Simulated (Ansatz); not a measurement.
**A workflow on P4 (SMILES P12P3P1P23)**

We compute a series of 8 runs (CCSD/ANO-RCC-MB, UCCSD/ANO-RCC-MB, CCSD/ANO-RCC-VDZ, UCCSD/ANO-RCC-VDZ, CCSD/ANO-RCC-VDZP, UCCSD/ANO-RCC-VDZP, CCSD/ANO-RCC-VTZP, UCCSD/ANO-RCC-VTZP) of P4. 

Program for the calculation: Ansatz 0.2.0.

## (1) The structure to begin with

P4 has 4 atoms, charge 0, and is taken as a singlet. As SMILES, `P12P3P1P23`. The shape is that of a PBE0-D4/def2-TZVP optimisation.

Bond lengths: P1–P2 2.184 Å, P1–P3 2.184 Å, P2–P3 2.184 Å, P1–P4 2.184 Å, P2–P4 2.184 Å, P3–P4 2.184 Å. Some angles: P1–P2–P3 60.0°, P1–P2–P4 60.0°, P3–P2–P4 60.0°, P2–P1–P3 60.0°, P2–P1–P4 60.0°, P3–P1–P4 60.0°, P1–P3–P2 60.0°, P1–P3–P4 60.0°, P2–P3–P4 60.0°, P1–P4–P2 60.0°.

## (2) Energy and forces at CCSD/ANO-RCC-MB (sfX2C) (run 1)

job.yaml reads:

```yaml
crystal:
  periodic: [false, false, false]
  atoms:
    - symbol: P
      position_ang: [-0.724800, -0.100000, 1.119400]
    - symbol: P
      position_ang: [1.294900, 0.109800, 0.315700]
    - symbol: P
      position_ang: [-0.185000, -1.091700, -0.749800]
    - symbol: P
      position_ang: [-0.385100, 1.081900, -0.685200]
basis:
  gaussian: {orbitals: ANO-RCC-MB.json}
correlation: {method: ccsd}
scf: {omitted_lower_state_checks: [cluster_reference]}
output: {forces: true, orbitals: {seedname: orbitals}}
```

The basis set ANO-RCC-MB is read from a file made from the Basis Set Exchange's data (not shown).

Launch:

```sh
$ ansatz run job.yaml --threads 1 --pin off --max-ram 2610MiB --events-out events.jsonl --progress --plain --runs-dir runs
```

Standard output, shortened:

```text
Warning: RAYON_NUM_THREADS=1 ignored (pool sized by the plan → 1); use --threads N
Functional definition: HF
  name "HF"
[...]
581 factors; integrals over basis functions are off by at most 1.1e-5 eV
[...]
mean field -37169.22221765 eV, -1365.9437222950 hartree, gradient 5.6e-6 eV, S^2 0.000000; 0 other end points of the search recorded, 0 dependent functions left out
20 core orbitals not correlated: weight in the atoms' cores, before any rotation towards them, 1.000 or more for the frozen orbitals, at most 0.000 for the correlated occupied ones
reference -37169.22221765 eV, -1365.9437222950 hartree; 10, 10 occupied and 6, 6 virtual orbitals, 581 factors
second order -4.08353710 eV of doubles, -0.00000000 eV of singles
cycle   1  -4.45262653 eV  change   -3.7e-1 eV  update   6.7e-2
[...]
cycle   8  -4.62175325 eV  change    3.8e-6 eV  update   2.8e-6
[...]
Total energy: -37173.84397090 eV, -1366.1135685942 hartree
Relativity: scalar
Atom 0 at    -0.724800    -0.100000     1.119400 Å, force    -5.696326    -0.785693     8.799319 eV/Å
Atom 1 at     1.294900     0.109800     0.315700 Å, force    10.175797     0.863398     2.480887 eV/Å
Atom 2 at    -0.185000    -1.091700    -0.749800 Å, force    -1.453570    -8.582363    -5.894516 eV/Å
Atom 3 at    -0.385100     1.081900    -0.685200 Å, force    -3.025901     8.504658    -5.385690 eV/Å
Dipole moment:     0.000012     0.000006     0.000006 e Å
Checks for a lower state left out: cluster_reference
```

Run time: 6 s. Hardware: 1 thread of Arm Neoverse V1, shared host; peak memory 0.12 GiB.

## (3) The triplet: energy and gradient at UCCSD/ANO-RCC-MB (sfX2C) (run 2)

job.yaml reads:

```yaml
basis:
  gaussian: {orbitals: ANO-RCC-MB.json}
crystal:
  periodic: [false, false, false]
  atoms:
    - {symbol: P, position_ang: [-0.724800, -0.100000, 1.119400]}
    - {symbol: P, position_ang: [1.294900, 0.109800, 0.315700]}
    - {symbol: P, position_ang: [-0.185000, -1.091700, -0.749800]}
    - {symbol: P, position_ang: [-0.385100, 1.081900, -0.685200]}
magnetization: {spin_polarized: true, initial_magnetization: 2}
correlation: {method: ccsd}
scf: {omitted_lower_state_checks: [cluster_reference]}
output: {forces: true}
```

The basis set ANO-RCC-MB is read from a file made from the Basis Set Exchange's data (not shown).

Launch:

```sh
$ ansatz run job.yaml --threads 1 --pin off --max-ram 2610MiB --events-out events.jsonl --progress --plain --runs-dir runs
```

Standard output:

```text
Warning: RAYON_NUM_THREADS=1 ignored (pool sized by the plan → 1); use --threads N
[... 18 lines left out ...]
20 core orbitals not correlated: weight in the atoms' cores, before any rotation towards them, 1.000 or more for the frozen orbitals, at most 0.000 for the correlated occupied ones
[... 28 lines left out ...]
Total energy: -37168.51753036 eV, -1365.9178255148 hartree
[... 5 lines left out ...]
Dipole moment:    -0.031531    -0.041256     0.012787 e Å
Checks for a lower state left out: cluster_reference
```

Run time: 14 s. Hardware: 1 thread of Arm Neoverse V1, shared host; peak memory 0.14 GiB.

## (4) Energy and gradient at CCSD/ANO-RCC-VDZ (sfX2C) (run 3)

molecule.yaml reads:

```yaml
crystal:
  periodic: [false, false, false]
  atoms:
    - {symbol: P, position_ang: [-0.724800, -0.100000, 1.119400]}
    - {symbol: P, position_ang: [1.294900, 0.109800, 0.315700]}
    - {symbol: P, position_ang: [-0.185000, -1.091700, -0.749800]}
    - {symbol: P, position_ang: [-0.385100, 1.081900, -0.685200]}
basis:
  gaussian: {orbitals: ANO-RCC-VDZ.json}
correlation: {method: ccsd}
scf: {omitted_lower_state_checks: [cluster_reference]}
output: {forces: true, orbitals: {seedname: orbitals}}
```

The basis set ANO-RCC-VDZ is read from a file made from the Basis Set Exchange's data (not shown).

Launch:

```sh
$ ansatz run molecule.yaml --threads 1 --pin off --max-ram 2610MiB --events-out events.jsonl --progress --plain --runs-dir runs
```

Standard output, shortened:

```text
Warning: RAYON_NUM_THREADS=1 ignored (pool sized by the plan → 1); use --threads N
[... 2 set-up lines as earlier in the session ...]
[...]
830 factors; integrals over basis functions are off by at most 6.8e-5 eV
[...]
mean field -37171.62136538 eV, -1366.0318893477 hartree, gradient 2.6e-6 eV, S^2 0.000000; 0 other end points of the search recorded, 0 dependent functions left out
20 core orbitals not correlated: weight in the atoms' cores, before any rotation towards them, 1.000 or more for the frozen orbitals, at most 0.000 for the correlated occupied ones
reference -37171.62136538 eV, -1366.0318893477 hartree; 10, 10 occupied and 22, 22 virtual orbitals, 830 factors
second order -6.66581084 eV of doubles, -0.00000000 eV of singles
cycle   1  -6.74177704 eV  change   -7.6e-2 eV  update   8.9e-2
[...]
cycle   9  -7.01878087 eV  change    8.9e-6 eV  update   4.6e-6
[...]
Total energy: -37178.64014625 eV, -1366.2898247872 hartree
Relativity: scalar
Atom 0 at    -0.724800    -0.100000     1.119400 Å, force    -3.824566    -0.527494     5.908163 eV/Å
Atom 1 at     1.294900     0.109800     0.315700 Å, force     6.832012     0.579740     1.665685 eV/Å
Atom 2 at    -0.185000    -1.091700    -0.749800 Å, force    -0.975897    -5.762553    -3.957801 eV/Å
Atom 3 at    -0.385100     1.081900    -0.685200 Å, force    -2.031548     5.710307    -3.616047 eV/Å
Dipole moment:    -0.000001    -0.000001    -0.000001 e Å
Checks for a lower state left out: cluster_reference
```

Run time: 11 s. Hardware: 1 thread of Arm Neoverse V1, shared host; peak memory 0.16 GiB.

Runs 4 to 7 aren't shown in full; the table further down has their settings and results.

## (5) The triplet: energy and gradient at UCCSD/ANO-RCC-VTZP (sfX2C) (run 8)

job.yaml reads:

```yaml
basis:
  gaussian:
    orbitals: ANO-RCC-VTZP
crystal:
  periodic: [false, false, false]
  atoms:
    - {symbol: P, position_ang: [-0.724800, -0.100000, 1.119400]}
    - {symbol: P, position_ang: [1.294900, 0.109800, 0.315700]}
    - {symbol: P, position_ang: [-0.185000, -1.091700, -0.749800]}
    - {symbol: P, position_ang: [-0.385100, 1.081900, -0.685200]}
magnetization:
  spin_polarized: true
  initial_magnetization: 2
correlation:
  method: ccsd
scf:
  omitted_lower_state_checks: [cluster_reference]
output:
  forces: true
```

Launch:

```sh
$ ansatz run job.yaml --threads 1 --pin off --max-ram 2610MiB --events-out events.jsonl --progress --plain --runs-dir runs
```

Standard output:

```text
Warning: RAYON_NUM_THREADS=1 ignored (pool sized by the plan → 1); use --threads N
[... 20 lines left out ...]
20 core orbitals not correlated: weight in the atoms' cores, before any rotation towards them, 1.000 or more for the frozen orbitals, at most 0.000 for the correlated occupied ones
[... 27 lines left out ...]
Total energy: -37191.00302858 eV, -1366.7441523331 hartree
[... 5 lines left out ...]
Dipole moment:    -0.073336    -0.096031     0.029767 e Å
Checks for a lower state left out: cluster_reference
```

Wall time 5.3 min (1 thread of Arm Neoverse V1, shared host); peak memory 2 GiB.

## (6) The series

| run | level | partner | energy (Eh) | dipole moment (D) | correlation energy (mEh) | T1 diagnostic | wall time |
| --- | --- | --- | --- | --- | --- | --- | --- |
| 1 | CCSD/ANO-RCC-MB (sfX2C) | base | -1366.113569 | 0.00 | -169.8 | 0.011 | 6 s |
| 2 | UCCSD/ANO-RCC-MB (sfX2C) | triplet | -1365.917826 | 0.26 | -145.7 | 0.036 | 14 s |
| 3 | CCSD/ANO-RCC-VDZ (sfX2C) | base | -1366.289825 | 0.00 | -257.9 | 0.015 | 11 s |
| 4 | UCCSD/ANO-RCC-VDZ (sfX2C) | triplet | -1366.106839 | 0.49 | -235.0 | 0.028 | 30 s |
| 5 | CCSD/ANO-RCC-VDZP (sfX2C) | base | -1366.786391 | 0.00 | -485.0 | 0.019 | 11 s |
| 6 | UCCSD/ANO-RCC-VDZP (sfX2C) | triplet | -1366.607881 | 0.61 | -469.2 | 0.027 | 62 s |
| 7 | CCSD/ANO-RCC-VTZP (sfX2C) | base | -1366.920454 | 0.00 | -599.8 | 0.018 | 52 s |
| 8 | UCCSD/ANO-RCC-VTZP (sfX2C) | triplet | -1366.744152 | 0.60 | -582.7 | 0.028 | 5.3 min |

Convergence of the HOMO energy (Hartree–Fock orbitals) of singlet P4 with the basis set, against the last point:

```
   basis set  from the last (eV)  wall time
  ANO-RCC-MB             -1.3081        6 s
 ANO-RCC-VDZ             -0.8133       11 s
ANO-RCC-VDZP             -0.0478       11 s
ANO-RCC-VTZP             +0.0000       52 s
```

Convergence of the vertical energy of the triplet above the singlet of singlet P4 with the basis set, against the last point:

| basis set | from the last (eV) | wall time |
| --- | --- | --- |
| ANO-RCC-MB | +0.5290 | 20 s |
| ANO-RCC-VDZ | +0.1819 | 41 s |
| ANO-RCC-VDZP | +0.0601 | 73 s |
| ANO-RCC-VTZP | +0.0000 | 6.1 min |

## (7) Outcome

| quantity | value |
| --- | --- |
| triplet, run 8: total energy | -1366.74415 Eh |
| triplet, run 8: dipole moment (correlated density) | 0.60 D |
| triplet, run 8: correlation energy (20 core orbitals frozen) | -582.7 mEh |
| triplet, run 8: ⟨S²⟩ of the reference determinant | 2.041 |
| triplet, run 8: T1 diagnostic | 0.028 |
| triplet, run 8: largest force on an atom | 6.971 eV/Å |
| vertical energy of the triplet above the singlet, CCSD/ANO-RCC-MB | 5.326 eV |
| vertical energy of the triplet above the singlet, CCSD/ANO-RCC-VDZ | 4.979 eV |
| vertical energy of the triplet above the singlet, CCSD/ANO-RCC-VDZP | 4.858 eV |
| vertical energy of the triplet above the singlet, CCSD/ANO-RCC-VTZP | 4.797 eV |

For the HOMO energy (Hartree–Fock orbitals) of singlet P4 to stay within 0.1 eV of the last point, ANO-RCC-VDZP is the first point of the series from which all later ones do (11 s against 52 s). For the vertical energy of the triplet above the singlet of singlet P4 to stay within 0.1 eV of the last point, ANO-RCC-VDZP is the first point of the series from which all later ones do (73 s against 6.1 min). Over runs 2, 4, 6, 8 the dipole moment (its size) runs from 0.26 D (UCCSD/ANO-RCC-MB) to 0.61 D (UCCSD/ANO-RCC-VDZP). In runs 1, 2 the basis is minimal, so the values are rough. All runs together took 8.4 min, the longest 5.3 min.
